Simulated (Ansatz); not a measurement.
```yaml
crystal:
  periodic: [false, false, false]
  atoms:
    - {symbol: F, position_ang: [0.929865, -0.758749, 0.812100]}
    - {symbol: C, position_ang: [0.052111, -0.053277, 0.161590]}
    - {symbol: Cl, position_ang: [-1.502887, 0.238885, 1.048418]}
    - {symbol: Cl, position_ang: [-0.522798, -0.807439, -1.560518]}
    - {symbol: Cl, position_ang: [0.793331, 1.439233, -0.284285]}
basis:
  gaussian: {orbitals: cc-pVTZ-DK, final_grid: {core_spheres: 20, valence_spheres: 16, degree: 47}}
hamiltonian: {xc: {name: revPBE0}, dispersion: d3bj}
accuracy: high
output: {forces: true}
```

```sh
$ ansatz run in.yaml --threads 4 --pin off --events-out ev --progress --plain --max-ram 10444MiB
```

Shortened log:

```
Functional definition: revPBE0
2714 factors; integrals over basis functions are off by at most 3.5e-9 eV
mean field evaluation 1: about -41433.5788 eV, gradient 2.4e1 eV
mean field evaluation 2: about -41431.9625 eV, gradient 4.0e1 eV
mean field evaluation 4: about -41434.5762 eV, gradient 1.7e0 eV
mean field evaluation 8: about -41434.7989 eV, gradient 2.1e-1 eV
mean field evaluation 16: about -41434.7990 eV, gradient 3.9e-5 eV
mean field -41434.79903099 eV, -1522.7007788734 hartree, gradient 4.0e-8 eV, S^2 0.000000; 0 other end points of the search recorded, 0 dependent functions left out
reference -41434.79903332 eV, -1522.7007789591 hartree; 33, 33 occupied and 129, 129 virtual orbitals, 2714 factors
Total energy: -41435.13944500 eV, -1522.7132888577 hartree
Relativity: scalar
Atom 0 at     0.929865    -0.758749     0.812100 Å, force    -0.509383    -0.900609     0.064474 eV/Å
Atom 1 at     0.052111    -0.053277     0.161590 Å, force    -1.762554     0.473897    -1.929015 eV/Å
Atom 2 at    -1.502887     0.238885     1.048418 Å, force     1.143351    -0.480753    -0.113804 eV/Å
Atom 3 at    -0.522798    -0.807439    -1.560518 Å, force     0.836206     0.099188     1.966183 eV/Å
Atom 4 at     0.793331     1.439233    -0.284285 Å, force     0.292380     0.808277     0.012161 eV/Å
Dipole moment:     0.055164     0.098750     0.126607 e Å
```

Run time 8 s (4 threads of an Arm Neoverse V1 on a shared host); peak host memory 0.76 GiB.
